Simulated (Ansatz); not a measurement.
# BH5S (SMILES [BH3-][SH2+]) at 6 levels

Aim: a comparison of 6 runs (PBE/6-31G*, PBE0/def2-SVP, wB97X/6-31G**, BLYP/def2-SVPD, CCSDT/3-21G, CCSD/cc-pVTZ) of BH5S. 

Program for the calculation: Ansatz 0.2.0.

5 further runs of the same task are left out: 2 that didn't finish, 3 set aside as unsound or not needed.

**1. The structure to begin with**

BH5S: 7 atoms, total charge 0, spin state singlet. As SMILES, `[BH3-][SH2+]`. Geometry: relaxed at PBE0-D4/def2-TZVP.

Bond lengths: B1–S2 1.975 Å, B1–H3 1.207 Å, B1–H4 1.203 Å, B1–H5 1.207 Å, S2–H6 1.346 Å, S2–H7 1.346 Å. Angles: B1–S2–H6 103.7°, B1–S2–H7 103.7°, S2–B1–H3 100.3°, S2–B1–H4 107.0°, S2–B1–H5 100.3°, H6–S2–H7 92.5°, H3–B1–H4 116.2°, H3–B1–H5 113.7°, H4–B1–H5 116.2°.

**2. Energy and forces at PBE/6-31G(d) (spherical functions) (run 1)**

The input, input.yaml:

```yaml
crystal:
  periodic: [false, false, false]
  atoms:
    - {symbol: B, position_ang: [-0.525600, -0.461500, -0.504300]}
    - {symbol: S, position_ang: [0.568600, 0.977600, 0.290900]}
    - {symbol: H, position_ang: [-1.623200, 0.036400, -0.431500]}
    - {symbol: H, position_ang: [-0.344400, -1.447600, 0.159700]}
    - {symbol: H, position_ang: [-0.075400, -0.482100, -1.624500]}
    - {symbol: H, position_ang: [0.286000, 0.903800, 1.604900]}
    - {symbol: H, position_ang: [1.775400, 0.405500, 0.458900]}
basis:
  gaussian: {orbitals: 6-31G_st_-spherical.json}
magnetization: {spin_polarized: false, initial_magnetization: 0}
hamiltonian: {xc: pbe}
accuracy: high
output: {forces: true, orbitals: {seedname: orbitals}}
```

The basis set 6-31G* is read from a file made from the Basis Set Exchange's data (not shown).

Launch:

```
$ ansatz run input.yaml --threads 1 --pin off --max-ram 2610MiB --events-out events.jsonl --progress --plain --runs-dir runs
```

Output:

```text
Warning: RAYON_NUM_THREADS=1 ignored (pool sized by the plan → 1); use --threads N
Functional definition: PBE
  name "PBE"
  parameter kappa = 0.804
  parameter beta = 0.06672455060314922
  exchange = pbe_x(kappa = kappa, mu = beta*pi^2/3)
  correlation = pbe_c(beta = beta)
974 factors; integrals over basis functions are off by at most 3.5e-9 eV
mean field evaluation 1: about -11582.1671 eV, gradient 3.0e1 eV
mean field evaluation 2: about -11579.2595 eV, gradient 3.9e1 eV
mean field evaluation 4: about -11585.4051 eV, gradient 1.7e0 eV
mean field evaluation 8: about -11585.3971 eV, gradient 7.1e-2 eV
mean field evaluation 16: about -11585.3971 eV, gradient 3.1e-6 eV
mean field -11585.39711330 eV, -425.7554910496 hartree, gradient 2.8e-8 eV, S^2 0.000000; 0 other end points of the search recorded, 0 dependent functions left out
the calculation of the forces begins
reference -11585.39711578 eV, -425.7554911406 hartree; 13, 13 occupied and 29, 29 virtual orbitals, 974 factors
Total energy: -11585.39711578 eV, -425.7554911406 hartree
Atom 0 at    -0.525600    -0.461500    -0.504300 Å, force    -0.031976    -0.024187    -0.031122 eV/Å
Atom 1 at     0.568600     0.977600     0.290900 Å, force    -0.190992     0.278261    -0.368559 eV/Å
Atom 2 at    -1.623200     0.036400    -0.431500 Å, force    -0.204090     0.067568    -0.014851 eV/Å
Atom 3 at    -0.344400    -1.447600     0.159700 Å, force     0.022359    -0.181702     0.107457 eV/Å
Atom 4 at    -0.075400    -0.482100    -1.624500 Å, force     0.048568    -0.016893    -0.208235 eV/Å
Atom 5 at     0.286000     0.903800     1.604900 Å, force    -0.063055     0.019356     0.443136 eV/Å
Atom 6 at     1.775400     0.405500     0.458900 Å, force     0.419185    -0.142402     0.072174 eV/Å
Dipole moment:     0.526970     0.368871     0.524027 e Å
```

Run time: 3.6 s. Hardware: 1 thread of Intel Xeon Platinum 8259CL at 2.50GHz (Skylake/Cascade Lake), shared host; peak memory 0.14 GiB.

**3. Energy and gradient at PBE0/def2-SVP (run 2)**

The input, run.yaml:

```yaml
crystal:
  periodic: [false, false, false]
  atoms:
    - {symbol: B, position_ang: [-0.525600, -0.461500, -0.504300]}
    - {symbol: S, position_ang: [0.568600, 0.977600, 0.290900]}
    - {symbol: H, position_ang: [-1.623200, 0.036400, -0.431500]}
    - {symbol: H, position_ang: [-0.344400, -1.447600, 0.159700]}
    - {symbol: H, position_ang: [-0.075400, -0.482100, -1.624500]}
    - {symbol: H, position_ang: [0.286000, 0.903800, 1.604900]}
    - {symbol: H, position_ang: [1.775400, 0.405500, 0.458900]}
basis:
  gaussian:
    orbitals: def2-SVP
hamiltonian:
  xc: pbe0
accuracy: high
output: {forces: true, orbitals: {seedname: orbitals}}
```

Launch:

```
$ ansatz run run.yaml --threads 1 --pin off --max-ram 2610MiB --events-out events.jsonl --progress --plain --runs-dir runs
```

Output, shortened:

```text
Warning: RAYON_NUM_THREADS=1 ignored (pool sized by the plan → 1); use --threads N
Functional definition: PBE0
  name "PBE0"
[...]
1299 factors; integrals over basis functions are off by at most 4.0e-9 eV
[...]
mean field -11583.54134668 eV, -425.6872928841 hartree, gradient 6.1e-8 eV, S^2 0.000000; 0 other end points of the search recorded, 0 dependent functions left out
[...]
reference -11583.54134882 eV, -425.6872929627 hartree; 13, 13 occupied and 44, 44 virtual orbitals, 1299 factors
Total energy: -11583.54134882 eV, -425.6872929627 hartree
Atom 0 at    -0.525600    -0.461500    -0.504300 Å, force     0.021089     0.057986     0.002288 eV/Å
Atom 1 at     0.568600     0.977600     0.290900 Å, force    -0.060874     0.180119    -0.156801 eV/Å
Atom 2 at    -1.623200     0.036400    -0.431500 Å, force    -0.233837     0.089611     0.005832 eV/Å
Atom 3 at    -0.344400    -1.447600     0.159700 Å, force     0.035756    -0.238744     0.149558 eV/Å
Atom 4 at    -0.075400    -0.482100    -1.624500 Å, force     0.081051    -0.015735    -0.235610 eV/Å
Atom 5 at     0.286000     0.903800     1.604900 Å, force    -0.044594     0.004760     0.211977 eV/Å
Atom 6 at     1.775400     0.405500     0.458900 Å, force     0.201409    -0.077997     0.022756 eV/Å
Dipole moment:     0.561257     0.420042     0.546280 e Å
```

Wall time 5.1 s (1 thread of Intel Xeon Platinum 8259CL at 2.50GHz (Skylake/Cascade Lake), shared host); peak memory 0.18 GiB.

Run 3 isn't shown in full; the table further down has it.

**4. Energy and gradient at BLYP/def2-SVPD (run 4)**

run.yaml, as its differences from that of step 3:

```diff
@@ -12,5 +12,5 @@
   gaussian:
-    orbitals: def2-SVP
+    orbitals: def2-SVPD
 hamiltonian:
-  xc: pbe0
+  xc: {name: BLYP}
 accuracy: high
```

Launch:

```
$ ansatz run run.yaml --threads 1 --pin off --max-ram 2610MiB --events-out events.jsonl --progress --plain --runs-dir runs
```

Output, shortened:

```text
Warning: RAYON_NUM_THREADS=1 ignored (pool sized by the plan → 1); use --threads N
Functional definition: BLYP
  name "BLYP"
[...]
1759 factors; integrals over basis functions are off by at most 3.8e-9 eV
[...]
mean field -11587.71608985 eV, -425.8407118659 hartree, gradient 6.3e-8 eV, S^2 0.000000; 0 other end points of the search recorded, 0 dependent functions left out
[...]
reference -11587.71614458 eV, -425.8407138772 hartree; 13, 13 occupied and 74, 74 virtual orbitals, 1759 factors
Total energy: -11587.71614458 eV, -425.8407138772 hartree
Atom 0 at    -0.525600    -0.461500    -0.504300 Å, force    -0.147816    -0.196381    -0.106536 eV/Å
Atom 1 at     0.568600     0.977600     0.290900 Å, force    -0.112614     0.616465    -0.413957 eV/Å
Atom 2 at    -1.623200     0.036400    -0.431500 Å, force    -0.275718     0.096692     0.006272 eV/Å
Atom 3 at    -0.344400    -1.447600     0.159700 Å, force     0.023172    -0.257237     0.141299 eV/Å
Atom 4 at    -0.075400    -0.482100    -1.624500 Å, force     0.091450    -0.026110    -0.275427 eV/Å
Atom 5 at     0.286000     0.903800     1.604900 Å, force    -0.090615    -0.015653     0.556016 eV/Å
Atom 6 at     1.775400     0.405500     0.458900 Å, force     0.512140    -0.217776     0.092332 eV/Å
Dipole moment:     0.491825     0.385450     0.471157 e Å
```

It took 8.1 s on 1 thread of Intel Xeon Platinum 8259CL at 2.50GHz (Skylake/Cascade Lake), shared host; peak memory 0.23 GiB.

Run 5 isn't shown in full; the table further down has it.

**5. Energy and forces at CCSD/cc-pVTZ (run 6)**

run.yaml, as its differences from that of step 4:

```diff
@@ -11,7 +11,6 @@
 basis:
-  gaussian:
-    orbitals: def2-SVPD
-hamiltonian:
-  xc: {name: BLYP}
+  gaussian: {orbitals: cc-pVTZ}
+correlation: {method: ccsd, frozen_orbitals: {B: 1, H: 0, S: 5}}
 accuracy: high
+scf: {omitted_lower_state_checks: [cluster_reference, increment]}
 output: {forces: true, orbitals: {seedname: orbitals}}
```

Launch:

```
$ ansatz run run.yaml --threads 1 --pin off --max-ram 2610MiB --events-out events.jsonl --progress --plain --runs-dir runs
```

Output, shortened:

```text
Warning: RAYON_NUM_THREADS=1 ignored (pool sized by the plan → 1); use --threads N
Functional definition: HF
  name "HF"
[...]
2370 factors; integrals over basis functions are off by at most 3.8e-9 eV
[...]
mean field -11567.93485639 eV, -425.1137649443 hartree, gradient 7.0e-8 eV, S^2 0.000000; 0 other end points of the search recorded, 0 dependent functions left out
6 core orbitals not correlated: weight in the atoms' cores, before any rotation towards them, 1.000 or more for the frozen orbitals, at most 0.000 for the correlated occupied ones
reference -11567.93485639 eV, -425.1137649443 hartree; 7, 7 occupied and 121, 121 virtual orbitals, 2370 factors
second order -8.90526001 eV of doubles, -0.00000000 eV of singles
cycle   1  -9.69522535 eV  change   -7.9e-1 eV  update   6.6e-2
[...]
cycle  20  -10.00656119 eV  change   6.8e-10 eV  update  8.2e-10
[...]
Total energy: -11577.94141757 eV, -425.4814992852 hartree
Atom 0 at    -0.525600    -0.461500    -0.504300 Å, force    -0.268520    -0.290063    -0.221993 eV/Å
Atom 1 at     0.568600     0.977600     0.290900 Å, force     0.353946     0.274571     0.340745 eV/Å
Atom 2 at    -1.623200     0.036400    -0.431500 Å, force     0.060270    -0.061132     0.004640 eV/Å
Atom 3 at    -0.344400    -1.447600     0.159700 Å, force    -0.010809     0.063394    -0.042374 eV/Å
Atom 4 at    -0.075400    -0.482100    -1.624500 Å, force    -0.029765    -0.030755     0.075463 eV/Å
Atom 5 at     0.286000     0.903800     1.604900 Å, force    -0.010742     0.008214    -0.110423 eV/Å
Atom 6 at     1.775400     0.405500     0.458900 Å, force    -0.094380     0.035771    -0.046058 eV/Å
Dipole moment:     0.521978     0.409587     0.499787 e Å
Checks for a lower state left out: cluster_reference, increment
```

Wall time 2.4 min (1 thread of Intel Xeon Platinum 8259CL at 2.50GHz (Skylake/Cascade Lake), shared host); peak memory 2.2 GiB.

**6. Overview of the runs**

| run | level | accuracy | fitting correlation | energy (Eh) | dipole moment (D) | HOMO energy (eV) | LUMO energy (eV) | wall time |
| --- | --- | --- | --- | --- | --- | --- | --- | --- |
| 1 | PBE/6-31G* (spherical functions) | high | – | -425.755491 | 3.99 | -6.76 | -1.12 | 3.6 s |
| 2 | PBE0/def2-SVP | high | – | -425.687293 | 4.27 | -8.23 | 0.02 | 5.1 s |
| 3 | wB97X/6-31G** (spherical functions) | high | – | -425.982614 | 4.15 | -10.64 | 2.14 | 19 s |
| 4 | BLYP/def2-SVPD | high | – | -425.840714 | 3.76 | -6.95 | -1.27 | 8.1 s |
| 5 | CCSDT/3-21G (density fitting with def2-universal-jkfit, cc-pVDZ-rifit for correlation) | medium | cc-pVDZ-rifit | -423.101405 | 4.25 | -11.72 | 3.80 | 8.4 s |
| 6 | CCSD/cc-pVTZ | high | – | -425.481499 | 3.99 | -11.66 | 2.76 | 2.4 min |

**7. Outcome**

```
                                          quantity          value
                               run 6: total energy  -425.48150 Eh
         run 6: dipole moment (correlated density)         3.99 D
        run 6: HOMO energy (Hartree–Fock orbitals)      -11.66 eV
        run 6: LUMO energy (Hartree–Fock orbitals)        2.76 eV
      run 6: HOMO–LUMO gap (Hartree–Fock orbitals)       14.42 eV
run 6: correlation energy (6 core orbitals frozen)     -367.7 mEh
                              run 6: T1 diagnostic          0.010
                   run 6: largest force on an atom     0.563 eV/Å
```

What this shows: The dipole moment (its size) runs from 3.76 D (BLYP/def2-SVPD) to 4.27 D (PBE0/def2-SVP). The two ends differ in method and basis. Over runs 1, 2, 3, 4 the HOMO–LUMO gap runs from 5.64 eV (PBE/6-31G*) to 12.78 eV (wB97X/6-31G**). Totals of different functionals can't be ranked against each other. All runs together took 3.1 min, the longest 2.4 min.
